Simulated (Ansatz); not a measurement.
**Property card for LiGa**

The calculation used Ansatz, DFT r2SCAN, scalar-relativistic, plane waves, PAW.

Settings: cutoff 500 eV, Γ-centred mesh 12×12×12 on the computed 4-atom cell, Gaussian smearing of 0.10 eV; no spin polarisation.

The structure is relaxed at this level of theory with its symmetry kept. Whether it is the stable form of this composition wasn't checked.

```cif
data_structure
_symmetry_space_group_name_H-M 'P 1'
_symmetry_Int_Tables_number 1
_cell_length_a 4.3621
_cell_length_b 4.3621
_cell_length_c 4.3621
_cell_angle_alpha 60.000
_cell_angle_beta 60.000
_cell_angle_gamma 60.000
_cell_volume 58.69
loop_
_atom_site_label
_atom_site_type_symbol
_atom_site_fract_x
_atom_site_fract_y
_atom_site_fract_z
_atom_site_occupancy
Li1 Li 0.00000 0.00000 0.00000 1
Li2 Li 0.25000 0.25000 0.25000 1
Ga1 Ga 0.50000 0.50000 0.50000 1
Ga2 Ga 0.75000 0.75000 0.75000 1
```

| Item | Value |
| --- | --- |
| Space group | Fd-3m (No. 227) |
| Volume per atom | 14.67 Å³ |
| Formation energy from the elements' standard states (uncorrected) | -0.365 eV/atom |
| Generalised Kohn–Sham band gap | none (metal) |
| Density of states at the Fermi level | 0.19 states/eV per cell (so small that it hangs on the mesh: a semimetal, or crossings between mesh points) |
| Löwdin character within 0.5 eV of the Fermi level | Ga 4p 39 %, Ga 4s 32 %, Li 2s 19 %, unprojected 9 % |
| Bulk modulus | 50 GPa |
| Its pressure derivative | 5.3 |
| Bader charges (e) | Li (2 in the cell) 0.85, Ga (2 in the cell) -0.85 |

Cost: 6 runs of about 1.7 core-minutes in all, on Intel Xeon Platinum 8488C (Sapphire Rapids) (shared hosts).